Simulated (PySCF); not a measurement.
# A gas-phase reaction: H4SSi + FH → FH3Si + H2S

Wanted: the reaction energy for `[SiH3]S` + `F` → `F[SiH3]` + `S`.

Programs: PySCF 2.14.0. All values are calculated, for the isolated system unless a continuum is named. Atoms count from 0, parts from 1.

### Step 1. The system as given

Each species was relaxed by itself at PBE0-D3(BJ)/def2-SVPD.

### Step 2. Reaction energy: wB97M-D3(BJ)/def2-TZVPD

What the job is given:

```
{"job": {"kind": "react", "xc": "wB97M-D3(BJ)", "basis": "def2-TZVPD"}, "charge": 0, "multiplicity": 1}
-1 H4SSi charge 0 multiplicity 1
Si    -0.529910    -0.007860     0.008240
S      1.455280    -0.830940    -0.176590
H     -0.813440     0.407810     1.411980
H     -0.715830     1.160650    -0.899300
H     -1.437540    -1.118260    -0.391700
H      2.092200     0.294570     0.218190

-1 FH charge 0 multiplicity 1
F      0.459010    -0.008620    -0.030360
H     -0.459010     0.008620     0.030360

+1 FH3Si charge 0 multiplicity 1
F     -0.241260    -1.569420    -0.103410
Si    -0.006330     0.052650    -0.004710
H     -1.043060     0.711460    -0.843290
H      1.360990     0.340820    -0.513720
H     -0.142380     0.443970     1.423780

+1 H2S charge 0 multiplicity 1
S     -0.011380     0.615460    -0.001300
H     -0.979150    -0.325680    -0.012200
H      0.970420    -0.311000     0.012940
```

Level: wB97M-D3(BJ)/def2-TZVPD reaction energy of separated species, gas phase.

Run with:

```sh
$ OMP_NUM_THREADS=1 python cluster_run.py task.json out
```

This one command runs all jobs of the session in turn.

Output:

```text
species 1 (H4SSi)
coarse grid: 22616 points
cycle   1  E = -690.1873586075  dE = -1.714e-01  |g| = 2.535e-01  |ddm| = 1.718e+00
cycle   2  E = -690.2033172770  dE = -1.596e-02  |g| = 1.667e-01  |ddm| = 3.836e-01
cycle   3  E = -690.2102747911  dE = -6.958e-03  |g| = 2.003e-02  |ddm| = 1.602e-01
cycle   4  E = -690.2104061725  dE = -1.314e-04  |g| = 5.828e-03  |ddm| = 2.786e-02
cycle   5  E = -690.2104241897  dE = -1.802e-05  |g| = 1.302e-03  |ddm| = 1.051e-02
cycle   6  E = -690.2104252953  dE = -1.106e-06  |g| = 3.509e-04  |ddm| = 2.825e-03
final grid: 45160 points
cycle   7  E = -690.2104211663  dE = -8.430e-08  |g| = 2.195e-04  |ddm| = 1.420e-03
cycle   8  E = -690.2104211796  dE = -1.329e-08  |g| = 1.442e-04  |ddm| = 4.194e-04
cycle   9  E = -690.2104211838  dE = -4.266e-09  |g| = 2.094e-05  |ddm| = 1.361e-04
cycle  10  E = -690.2104211844  dE = -5.195e-10  |g| = 6.285e-06  |ddm| = 6.079e-05
converged SCF energy = -690.2104211844

species 2 (FH)
coarse grid: 7776 points
cycle   1  E = -100.4688192532  dE = -9.408e-02  |g| = 4.644e-01  |ddm| = 6.197e-01
cycle   2  E = -100.4725003395  dE = -3.681e-03  |g| = 5.038e-01  |ddm| = 3.808e-01
cycle   3  E = -100.5053140513  dE = -3.281e-02  |g| = 2.574e-02  |ddm| = 1.678e-01
cycle   4  E = -100.5053900290  dE = -7.598e-05  |g| = 5.006e-03  |ddm| = 1.077e-02
cycle   5  E = -100.5053946701  dE = -4.641e-06  |g| = 4.334e-04  |ddm| = 3.766e-03
final grid: 16976 points
cycle   6  E = -100.5053934515  dE = -6.407e-08  |g| = 1.053e-04  |ddm| = 8.215e-04
cycle   7  E = -100.5053934549  dE = -3.450e-09  |g| = 7.969e-05  |ddm| = 2.174e-04
cycle   8  E = -100.5053934558  dE = -8.318e-10  |g| = 2.079e-05  |ddm| = 3.728e-05
converged SCF energy = -100.5053934558

species 3 (FH3Si)
coarse grid: 19128 points
cycle   1  E = -391.2426392901  dE = -1.818e-01  |g| = 5.389e-01  |ddm| = 1.521e+00
cycle   2  E = -391.2328375086  dE =  9.802e-03  |g| = 6.728e-01  |ddm| = 5.636e-01
cycle   3  E = -391.2947656547  dE = -6.193e-02  |g| = 2.868e-02  |ddm| = 2.670e-01
cycle   4  E = -391.2949541914  dE = -1.885e-04  |g| = 9.183e-03  |ddm| = 3.527e-02
cycle   5  E = -391.2949736133  dE = -1.942e-05  |g| = 1.620e-03  |ddm| = 1.306e-02
cycle   6  E = -391.2949742482  dE = -6.349e-07  |g| = 3.382e-04  |ddm| = 2.524e-03
final grid: 39648 points
cycle   7  E = -391.2949461321  dE = -5.091e-08  |g| = 3.678e-04  |ddm| = 6.807e-04
cycle   8  E = -391.2949461296  dE =  2.522e-09  |g| = 4.241e-04  |ddm| = 3.256e-04
cycle   9  E = -391.2949461529  dE = -2.331e-08  |g| = 1.421e-05  |ddm| = 1.500e-04
cycle  10  E = -391.2949461531  dE = -1.896e-10  |g| = 2.735e-06  |ddm| = 3.072e-05
converged SCF energy = -391.2949461531

species 4 (H2S)
coarse grid: 11264 points
cycle   1  E = -399.4336009464  dE = -1.424e-01  |g| = 1.945e-01  |ddm| = 1.016e+00
cycle   2  E = -399.4459450823  dE = -1.234e-02  |g| = 1.106e-01  |ddm| = 2.399e-01
cycle   3  E = -399.4491445056  dE = -3.199e-03  |g| = 1.578e-02  |ddm| = 9.278e-02
cycle   4  E = -399.4492188473  dE = -7.434e-05  |g| = 4.851e-03  |ddm| = 1.790e-02
cycle   5  E = -399.4492310846  dE = -1.224e-05  |g| = 9.336e-04  |ddm| = 7.536e-03
cycle   6  E = -399.4492318158  dE = -7.312e-07  |g| = 1.776e-04  |ddm| = 2.124e-03
final grid: 22496 points
cycle   7  E = -399.4492195200  dE = -2.329e-08  |g| = 1.134e-04  |ddm| = 6.131e-04
cycle   8  E = -399.4492195230  dE = -2.980e-09  |g| = 6.805e-05  |ddm| = 1.504e-04
cycle   9  E = -399.4492195237  dE = -7.660e-10  |g| = 8.744e-06  |ddm| = 5.993e-05
converged SCF energy = -399.4492195237

Reaction energy = -17.088 kcal/mol
```

It took 6.5 s on 1 thread of Arm Neoverse V2, shared host; peak memory 0.46 GiB.

Species by species (with the dispersion term, which the log's SCF energies lack):

```
 ν  species  energy (Eh)  HOMO (eV)
-1  [SiH3]S   -690.21548      -9.79
-1        F   -100.50563     -14.54
+1  F[SiH3]   -391.29779     -12.24
+1        S   -399.45056      -9.89
```

### Step 3. Energies of the species: PBE0-D3(BJ)/def2-TZVPD

Settings changed since step 2:

```diff
@@ -1,2 +1,2 @@
-{"job": {"kind": "react", "xc": "wB97M-D3(BJ)", "basis": "def2-TZVPD"}, "charge": 0, "multiplicity": 1}
+{"job": {"kind": "react", "xc": "PBE0", "basis": "def2-TZVPD", "disp": "d3bj"}, "charge": 0, "multiplicity": 1}
 -1 H4SSi charge 0 multiplicity 1
```

Method: PBE0-D3(BJ)/def2-TZVPD reaction energy of separated species, gas phase.

Output:

```text
species 1 (H4SSi)
coarse grid: 5728 points
cycle   1  E = -689.8493529362  dE = -1.327e-01  |g| = 2.061e-01  |ddm| = 1.655e+00
cycle   2  E = -689.8492289488  dE =  1.240e-04  |g| = 2.074e-01  |ddm| = 3.941e-01
cycle   3  E = -689.8614308351  dE = -1.220e-02  |g| = 2.621e-02  |ddm| = 2.080e-01
cycle   4  E = -689.8615561560  dE = -1.253e-04  |g| = 3.958e-03  |ddm| = 1.919e-02
cycle   5  E = -689.8615594220  dE = -3.266e-06  |g| = 2.287e-03  |ddm| = 5.624e-03
final grid: 45160 points
cycle   6  E = -689.8622870473  dE = -9.137e-06  |g| = 5.148e-03  |ddm| = 2.156e-02
cycle   7  E = -689.8622871022  dE = -5.483e-08  |g| = 4.512e-03  |ddm| = 7.876e-03
cycle   8  E = -689.8622917476  dE = -4.645e-06  |g| = 3.784e-04  |ddm| = 4.198e-03
cycle   9  E = -689.8622917952  dE = -4.753e-08  |g| = 6.972e-05  |ddm| = 3.290e-04
cycle  10  E = -689.8622917966  dE = -1.434e-09  |g| = 1.490e-05  |ddm| = 6.257e-05
cycle  11  E = -689.8622917967  dE = -5.912e-11  |g| = 4.986e-06  |ddm| = 1.591e-05
converged SCF energy = -689.8622917967

species 2 (FH)
coarse grid: 1712 points
cycle   1  E = -100.3540966756  dE = -3.605e-02  |g| = 4.957e-01  |ddm| = 6.253e-01
cycle   2  E = -100.3145790155  dE =  3.952e-02  |g| = 7.430e-01  |ddm| = 5.125e-01
cycle   3  E = -100.3938192453  dE = -7.924e-02  |g| = 2.284e-02  |ddm| = 2.892e-01
cycle   4  E = -100.3938948075  dE = -7.556e-05  |g| = 4.205e-03  |ddm| = 9.787e-03
cycle   5  E = -100.3938967913  dE = -1.984e-06  |g| = 3.555e-04  |ddm| = 1.247e-03
final grid: 16976 points
cycle   6  E = -100.3948395936  dE = -1.855e-05  |g| = 3.988e-03  |ddm| = 7.494e-03
cycle   7  E = -100.3948376786  dE =  1.915e-06  |g| = 5.484e-03  |ddm| = 3.345e-03
cycle   8  E = -100.3948417464  dE = -4.068e-06  |g| = 9.950e-05  |ddm| = 2.008e-03
cycle   9  E = -100.3948417477  dE = -1.284e-09  |g| = 1.780e-05  |ddm| = 3.932e-05
cycle  10  E = -100.3948417477  dE = -4.795e-11  |g| = 3.053e-06  |ddm| = 1.026e-05
converged SCF energy = -100.3948417477

species 3 (FH3Si)
coarse grid: 4576 points
cycle   1  E = -390.9706307148  dE = -1.238e-01  |g| = 5.335e-01  |ddm| = 1.510e+00
cycle   2  E = -390.8862885931  dE =  8.434e-02  |g| = 9.270e-01  |ddm| = 6.655e-01
cycle   3  E = -391.0159026128  dE = -1.296e-01  |g| = 2.718e-02  |ddm| = 4.195e-01
cycle   4  E = -391.0159996627  dE = -9.705e-05  |g| = 9.804e-03  |ddm| = 2.681e-02
cycle   5  E = -391.0160134432  dE = -1.378e-05  |g| = 6.577e-04  |ddm| = 8.767e-03
cycle   6  E = -391.0160135648  dE = -1.216e-07  |g| = 1.565e-04  |ddm| = 1.058e-03
final grid: 39648 points
cycle   7  E = -391.0182966874  dE = -1.007e-05  |g| = 2.213e-03  |ddm| = 9.048e-03
cycle   8  E = -391.0182959446  dE =  7.429e-07  |g| = 3.157e-03  |ddm| = 2.248e-03
cycle   9  E = -391.0182973350  dE = -1.390e-06  |g| = 2.410e-04  |ddm| = 1.385e-03
cycle  10  E = -391.0182973428  dE = -7.754e-09  |g| = 3.088e-05  |ddm| = 1.654e-04
cycle  11  E = -391.0182973429  dE = -1.528e-10  |g| = 4.843e-06  |ddm| = 2.741e-05
converged SCF energy = -391.0182973429

species 4 (H2S)
coarse grid: 2864 points
cycle   1  E = -399.2518632776  dE = -9.251e-02  |g| = 1.630e-01  |ddm| = 1.023e+00
cycle   2  E = -399.2538574043  dE = -1.994e-03  |g| = 1.600e-01  |ddm| = 2.978e-01
cycle   3  E = -399.2614718796  dE = -7.614e-03  |g| = 1.497e-02  |ddm| = 1.477e-01
cycle   4  E = -399.2614864919  dE = -1.461e-05  |g| = 1.103e-03  |ddm| = 5.881e-03
cycle   5  E = -399.2614868723  dE = -3.804e-07  |g| = 6.136e-04  |ddm| = 1.717e-03
final grid: 22496 points
cycle   6  E = -399.2625174307  dE = -7.083e-06  |g| = 4.896e-03  |ddm| = 1.692e-02
cycle   7  E = -399.2625180632  dE = -6.325e-07  |g| = 3.961e-03  |ddm| = 6.699e-03
cycle   8  E = -399.2625209960  dE = -2.933e-06  |g| = 2.911e-04  |ddm| = 3.504e-03
cycle   9  E = -399.2625210237  dE = -2.777e-08  |g| = 3.582e-05  |ddm| = 2.357e-04
cycle  10  E = -399.2625210241  dE = -3.603e-10  |g| = 6.383e-06  |ddm| = 2.919e-05
converged SCF energy = -399.2625210241

Reaction energy = -14.056 kcal/mol
```

It took 3.1 s on 1 thread of Arm Neoverse V2, shared host; peak memory 0.45 GiB.

Reaction energy at this level: -14.06 kcal/mol.

### Step 4. Energies of the species: MP2/def2-TZVPD

Settings changed since step 3:

```diff
@@ -1,2 +1,2 @@
-{"job": {"kind": "react", "xc": "PBE0", "basis": "def2-TZVPD", "disp": "d3bj"}, "charge": 0, "multiplicity": 1}
+{"job": {"kind": "react", "xc": "MP2", "basis": "def2-TZVPD"}, "charge": 0, "multiplicity": 1}
 -1 H4SSi charge 0 multiplicity 1
```

Level: MP2/def2-TZVPD reaction energy of separated species, gas phase.

Output:

```text
species 1 (H4SSi)
final grid: 45160 points
cycle   1  E = -688.8015689900  dE = -2.205e-01  |g| = 2.796e-01  |ddm| = 1.659e+00
cycle   2  E = -688.8334504965  dE = -3.188e-02  |g| = 1.045e-01  |ddm| = 3.039e-01
cycle   3  E = -688.8372105303  dE = -3.760e-03  |g| = 3.174e-02  |ddm| = 1.216e-01
cycle   4  E = -688.8378007211  dE = -5.902e-04  |g| = 7.147e-03  |ddm| = 4.177e-02
cycle   5  E = -688.8378365807  dE = -3.586e-05  |g| = 2.020e-03  |ddm| = 1.201e-02
cycle   6  E = -688.8378403084  dE = -3.728e-06  |g| = 5.476e-04  |ddm| = 4.132e-03
cycle   7  E = -688.8378405710  dE = -2.626e-07  |g| = 8.877e-05  |ddm| = 1.175e-03
cycle   8  E = -688.8378405776  dE = -6.585e-09  |g| = 2.288e-05  |ddm| = 2.488e-04
cycle   9  E = -688.8378405780  dE = -3.996e-10  |g| = 5.453e-06  |ddm| = 5.519e-05
converged SCF energy = -688.8378405780

species 2 (FH)
final grid: 16976 points
cycle   1  E = -100.0371201253  dE = -1.649e-01  |g| = 4.007e-01  |ddm| = 6.032e-01
cycle   2  E = -100.0578877846  dE = -2.077e-02  |g| = 2.336e-01  |ddm| = 2.533e-01
cycle   3  E = -100.0646341481  dE = -6.746e-03  |g| = 2.356e-02  |ddm| = 8.091e-02
cycle   4  E = -100.0647515761  dE = -1.174e-04  |g| = 6.199e-03  |ddm| = 1.253e-02
cycle   5  E = -100.0647672878  dE = -1.571e-05  |g| = 1.459e-03  |ddm| = 5.121e-03
cycle   6  E = -100.0647685608  dE = -1.273e-06  |g| = 2.290e-04  |ddm| = 1.848e-03
cycle   7  E = -100.0647685952  dE = -3.438e-08  |g| = 1.958e-05  |ddm| = 4.211e-04
cycle   8  E = -100.0647685954  dE = -1.850e-10  |g| = 2.360e-06  |ddm| = 2.495e-05
converged SCF energy = -100.0647685954

species 3 (FH3Si)
final grid: 39648 points
cycle   1  E = -390.1765441674  dE = -2.897e-01  |g| = 4.858e-01  |ddm| = 1.478e+00
cycle   2  E = -390.2152529153  dE = -3.871e-02  |g| = 3.170e-01  |ddm| = 3.687e-01
cycle   3  E = -390.2291210362  dE = -1.387e-02  |g| = 3.516e-02  |ddm| = 1.397e-01
cycle   4  E = -390.2296205633  dE = -4.995e-04  |g| = 7.735e-03  |ddm| = 4.645e-02
cycle   5  E = -390.2296434702  dE = -2.291e-05  |g| = 1.438e-03  |ddm| = 1.235e-02
cycle   6  E = -390.2296442853  dE = -8.151e-07  |g| = 2.761e-04  |ddm| = 2.522e-03
cycle   7  E = -390.2296443408  dE = -5.543e-08  |g| = 5.650e-05  |ddm| = 5.357e-04
cycle   8  E = -390.2296443428  dE = -2.039e-09  |g| = 1.068e-05  |ddm| = 1.044e-04
cycle   9  E = -390.2296443429  dE = -7.395e-11  |g| = 2.502e-06  |ddm| = 2.680e-05
converged SCF energy = -390.2296443429

species 4 (H2S)
final grid: 22496 points
cycle   1  E = -398.6881056191  dE = -1.695e-01  |g| = 2.014e-01  |ddm| = 9.977e-01
cycle   2  E = -398.7050957811  dE = -1.699e-02  |g| = 7.023e-02  |ddm| = 1.849e-01
cycle   3  E = -398.7068533556  dE = -1.758e-03  |g| = 2.154e-02  |ddm| = 5.635e-02
cycle   4  E = -398.7071961614  dE = -3.428e-04  |g| = 6.311e-03  |ddm| = 2.471e-02
cycle   5  E = -398.7072255759  dE = -2.941e-05  |g| = 1.395e-03  |ddm| = 9.171e-03
cycle   6  E = -398.7072270576  dE = -1.482e-06  |g| = 3.129e-04  |ddm| = 2.398e-03
cycle   7  E = -398.7072271433  dE = -8.569e-08  |g| = 5.002e-05  |ddm| = 6.832e-04
cycle   8  E = -398.7072271455  dE = -2.252e-09  |g| = 1.186e-05  |ddm| = 9.128e-05
cycle   9  E = -398.7072271457  dE = -1.263e-10  |g| = 1.951e-06  |ddm| = 2.073e-05
converged SCF energy = -398.7072271457

Reaction energy = -16.545 kcal/mol
```

Run time: 1.5 s. Hardware: 1 thread of Arm Neoverse V2, shared host; peak memory 0.47 GiB.

Reaction energy at this level: -16.55 kcal/mol.

### Step 5. Comparing the runs

Energies in kcal/mol, with wall time:

```
                    run  reaction   time
wB97M-D3(BJ)/def2-TZVPD    -17.09  6.5 s
 PBE0-D3(BJ)/def2-TZVPD    -14.06  3.1 s
         MP2/def2-TZVPD    -16.55  1.5 s
```

### Step 6. Summary of results

| quantity | value |
| --- | --- |
| reaction energy (wB97M-D3(BJ)/def2-TZVPD) | -17.09 kcal/mol |
| ΔH, ΔG at 298 K (xTB thermal terms) | -18.1, -17.9 kcal/mol |
| range of the reaction energy over the runs of this table | -17.09 to -14.06 kcal/mol |

What this shows: The reaction is exothermic by 18.1 kcal/mol in the gas phase; dispersion gives +0.70, and xTB itself gave -33.25 for the electronic energy (xTB energies and thermal terms come from the earlier relaxation of each species, not shown). No barrier was sought. xTB and this level differ widely in the electronic energy, so what comes from xTB (the thermal terms above all) is less safe here. The reaction energy runs from -17.09 (wB97M-D3(BJ)/def2-TZVPD) to -14.06 kcal/mol (PBE0-D3(BJ)/def2-TZVPD).
